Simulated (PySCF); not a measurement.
# PN (triplet): changing the method

What do other methods print for PN (triplet)?

The runs use PySCF 2.14.0; each script names its method and basis.

6 further runs of the same task are left out: 6 that didn't finish.

**1. The system as given**

PN (triplet): 2 atoms, charge 0, spin multiplicity 3.

Bond lengths: P1–N2 1.780 Å.

**2. Base script**

File input.py:

```python
from pyscf import gto, scf, mp

mol = gto.M(
    atom='P 0 0 0; N 0 0 1.78',
    basis='jorge-dzp',
    charge=0,
    spin=2,
    verbose=3,
)
mf = scf.UHF(mol)
mf.kernel()
mp.MP2(mf, frozen=6).kernel()
mf.dip_moment()
print('orbital energies (hartree):', [e[max(0, n-3):n+3].round(4) for e, n in zip(mf.mo_energy, mol.nelec)])
```

Command:

```bash
$ python input.py
```

**3. Mn15l (UKS)**

Variant 1 changes functional: none (Hartree–Fock) → mn15l; SCF type: UHF → UKS; step after the SCF: mp2 → analyze.

File input.py:

```python
from pyscf import gto, dft

mol = gto.M(
    atom='P 0 0 0; N 0 0 1.78',
    basis='jorge-dzp',
    charge=0,
    spin=2,
    verbose=3,
)
mf = dft.UKS(mol, xc='mn15l')
mf.kernel()
mf.analyze()
print('orbital energies (hartree):', [e[max(0, n-3):n+3].round(4) for e, n in zip(mf.mo_energy, mol.nelec)])
```

**4. Bhandhlyp (UKS)**

Variant 2 changes functional: none (Hartree–Fock) → bhandhlyp; SCF type: UHF → UKS; step after the SCF: mp2 → analyze.

File input.py:

```python
from pyscf import gto, dft

mol = gto.M(
    atom='P 0 0 0; N 0 0 1.78',
    basis='jorge-dzp',
    charge=0,
    spin=2,
    verbose=3,
)
mf = dft.UKS(mol, xc='bhandhlyp')
mf.kernel()
mf.analyze()
print('orbital energies (hartree):', [e[max(0, n-3):n+3].round(4) for e, n in zip(mf.mo_energy, mol.nelec)])
```

**5. RHF**

Variant 3 changes SCF type: UHF → RHF.

File input.py:

```python
from pyscf import gto, scf, mp

mol = gto.M(
    atom='P 0 0 0; N 0 0 1.78',
    basis='jorge-dzp',
    charge=0,
    spin=2,
    verbose=3,
)
mf = scf.RHF(mol)
mf.kernel()
mp.MP2(mf, frozen=6).kernel()
mf.dip_moment()
print('orbital energies (hartree):', mf.mo_energy[..., max(0, mol.nelec[1]-3):mol.nelec[0]+3].round(4))
```

**6. NEVPT2 (ROHF)**

Variant 4 changes step after the SCF: mp2 → nevpt2; SCF type: UHF → ROHF; active space: none → 6 electrons in 6 orbitals.

File input.py:

```python
from pyscf import gto, scf, mcscf, mrpt

mol = gto.M(
    atom='P 0 0 0; N 0 0 1.78',
    basis='jorge-dzp',
    charge=0,
    spin=2,
    verbose=3,
)
mf = scf.ROHF(mol)
mf.kernel()
mc = mcscf.CASSCF(mf, 6, 6)
mc.kernel()
mc.analyze()
mrpt.NEVPT(mc).kernel()
mf.dip_moment()
print('orbital energies (hartree):', mf.mo_energy[..., max(0, mol.nelec[1]-3):mol.nelec[0]+3].round(4))
```

What does the calculation give? Wanted: for each run, E(SCF); from base; gap, α spin; SCF dipole; after the SCF.

**Answer**, as computed:

```csv
run,E(SCF) (hartree),from base (eV),"gap, α spin (eV)",SCF dipole (D),after the SCF
base,-395.053602,0,10.23,2.26,"MP2 correlation -6.420 eV, core frozen"
mn15l (UKS),-395.857412,not comparable,1.11,1.70,n/a
bhandhlyp (UKS),-395.908639,not comparable,5.52,2.05,n/a
RHF,-395.045353,+0.2245,n/a,2.26,"MP2 correlation -6.551 eV, core frozen"
NEVPT2 (ROHF),-395.045353,+0.2245,n/a,2.26,"NEVPT2 correlation -9.673 eV (from the SCF energy, the CASSCF gain included)"
```

The α-spin gap between the frontier levels is 1.1 eV with mn15l (0 % exact exchange) and 5.5 eV with bhandhlyp (50 %): exact exchange opens it. Total energies of different functionals can't be compared with each other; differences within one functional can. The dearest run is “mn15l (UKS)”, at 4.1 s against 1.3 s.
